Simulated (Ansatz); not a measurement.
Born–Oppenheimer molecular dynamics of CH₅Al (7 atoms, charge 0, multiplicity 1). It starts at the highest image of a converged band. Of that band: Neighbouring images differ by up to 1.7 eV, so the band resolves the path poorly. A vibrational analysis at the climbing image gives one clearly imaginary mode, 1202i cm⁻¹: a first-order saddle point.

The calculation used RKS r2SCAN-D4/def2-SVP (Ansatz).

- ensemble: NVE (velocity Verlet)
- time step: 0.5 fs
- steps asked: 200
- starting velocities drawn for: 300 K
- seed: 10963

First frame:

```xyz
7
Properties=species:S:1:pos:R:3
Al -0.240 -0.006 0.612
H 0.977 0.333 1.568
C 1.988 0.037 0.207
H 2.134 -1.004 -0.132
H 2.065 0.734 -0.643
H 2.763 0.281 0.948
H -0.514 -0.376 -0.905
```

Q: How far do the bonds stretch over the last three quarters of this one trajectory? (Pairs bonded in most of those frames.)

A: 
```json
{"bond": "Al1–H7", "mean (Å)": "1.668", "spread (Å)": "0.056", "shortest": "1.58", "longest": "1.75"}
{"bond": "H2–C3", "mean (Å)": "1.179", "spread (Å)": "0.152", "shortest": "0.93", "longest": "1.41"}
{"bond": "C3–H4", "mean (Å)": "1.104", "spread (Å)": "0.035", "shortest": "1.04", "longest": "1.17"}
{"bond": "C3–H5", "mean (Å)": "1.109", "spread (Å)": "0.040", "shortest": "1.03", "longest": "1.19"}
{"bond": "C3–H6", "mean (Å)": "1.106", "spread (Å)": "0.037", "shortest": "1.04", "longest": "1.17"}
```

Mean temperature of the second half: 2177 K. The conserved energy stayed within 1.8 meV per atom of its start (net change -1.6 meV per atom), so the integration is sound. The kinetic energy rose, since the run started high on the potential surface and went downhill. It ends in pieces (AlH + CH4), so much of that is their flight and rotation, not heat. A run of 0.1 ps of so small a system gives no equilibrium averages. The orbitals stay closed-shell, which can raise the energy where a bond breaks towards radicals; this wasn't checked here.

Time of the run: 6.6 min on 1 thread of Arm Neoverse V1, on a shared host, peak memory 0.099 GiB.
